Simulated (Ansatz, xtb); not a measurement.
## Relaxing a trial structure of CH3NS−

The starting geometry of this gas-phase doublet was built from a drawn formula by distance geometry and a force field; its bonds are those of `[CH2][SH]=[N-]`.

```yaml
atoms:
  - { symbol: C, position_ang: [-2.0501, -0.7286, 1.8060] }
  - { symbol: N, position_ang: [-1.3814, -0.2472, -0.5907] }
  - { symbol: S, position_ang: [-0.5813, -0.3794, 0.8701] }
  - { symbol: H, position_ang: [-2.1507, -1.6354, 2.4069] }
  - { symbol: H, position_ang: [-2.9142, -0.0261, 1.7798] }
  - { symbol: H, position_ang: [-0.0579, -1.6228, 0.7583] }
```

Predict what becomes of its bonds when it is optimised with r2SCAN-D4/def2-SVPD.

It keeps its bonds, and is `[CH2][SH]=[N-]`.

The energy falls by 1.20 eV over 11 steps:

```csv
step,E − E(last) (eV)
1,1.204
2,0.695
3,0.410
4,0.228
5,0.062
7,0.010
8,0.001
9,0.000
10,0.000
11,0.000
```

Final geometry (Å):

```xyz
6

C    -1.9301   -0.7770    2.0761
N    -1.3014   -0.5502   -0.8060
S    -0.8874   -0.3911    0.7157
H    -2.5150   -1.6864    1.8337
H    -2.6248    0.0772    2.1847
H     0.1230   -1.3120    1.0262
```

From the same start GFN2-xTB ends elsewhere, differing in S3–H6 (1.83 against 1.40 Å here).

No frequencies were run, so the end isn't proven a minimum. Open shells are spin-unrestricted. Run with Ansatz 0.2.0, 47 s on 2 threads of Arm Neoverse V1, on a shared host.
